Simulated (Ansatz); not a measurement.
# CH3Si+ (SMILES C=[SiH+]): a short trajectory

Aim: follow the atoms for 40 steps of 0.25 fs with a Nosé-Hoover thermostat, with velocities drawn for 100 K.

Program: Ansatz 0.2.0, Gaussian basis. Level of theory: SPW92/def2-SVPD. These are calculated values, not measurements.

1 further run of the same task is left out (it didn't finish).

### Step 1. The starting structure

SMILES `C=[SiH+]`, 5 atoms, charge 1, spin multiplicity 1.

Atoms are counted from 1 here; the program's logs count them from 0.

Bond lengths: C1–Si2 1.736 Å, C1–H3 1.087 Å, C1–H4 1.087 Å, Si2–H5 1.450 Å. Angles: Si2–C1–H3 121.6°, Si2–C1–H4 121.7°, H3–C1–H4 116.8°, C1–Si2–H5 179.9°.

Geometry (Å):

```xyz
5
CH3Si
C    -0.3171   -0.6810    0.0890
Si    0.4113    0.8814   -0.1171
H    -0.4121   -1.1396    1.0700
H    -0.6998   -1.2479   -0.7560
H     1.0178    2.1871   -0.2861
```

### Step 2. The run

Input file md/in.yaml:

```yaml
crystal:
  periodic: [false, false, false]
  atoms:
    - {symbol: C, position_ang: [-0.317120, -0.680980, 0.089020]}
    - {symbol: Si, position_ang: [0.411260, 0.881400, -0.117080]}
    - {symbol: H, position_ang: [-0.412140, -1.139590, 1.070050]}
    - {symbol: H, position_ang: [-0.699840, -1.247910, -0.755950]}
    - {symbol: H, position_ang: [1.017830, 2.187080, -0.286050]}
basis:
  gaussian: {orbitals: def2-SVPD}
total_charge: 1
hamiltonian: {xc: lda}
md: {n_steps: 40, timestep: 0.25, temperature: 100, ensemble: nvt_nose_hoover, seed: 263, initial_velocities: maxwell_boltzmann}
```

The run is started by

```sh
ansatz run in.yaml --threads 2 --pin off --events-out ev --progress --plain --max-ram 3481MiB
```

What does the calculation give? Wanted: temperature at the start; mean temperature, second half; lowest and highest potential energy, from the first frame; largest change of potential + kinetic.

The runs gave:

```
                                                 quantity              value
                                                   length  40 steps, 10.0 fs
                                 temperature at the start              100 K
                            mean temperature, second half              256 K
lowest and highest potential energy, from the first frame      -84 and 0 meV
                    largest change of potential + kinetic            1.0 meV
```

In words: The thermostat trades energy with the molecule, so the sum of potential and kinetic energy isn't conserved: it changes by -1 meV over the run. The mean temperature of the second half is still well above the 100 K set. The temperature runs between 100 and 315 K. The bonding pattern stays as it was.
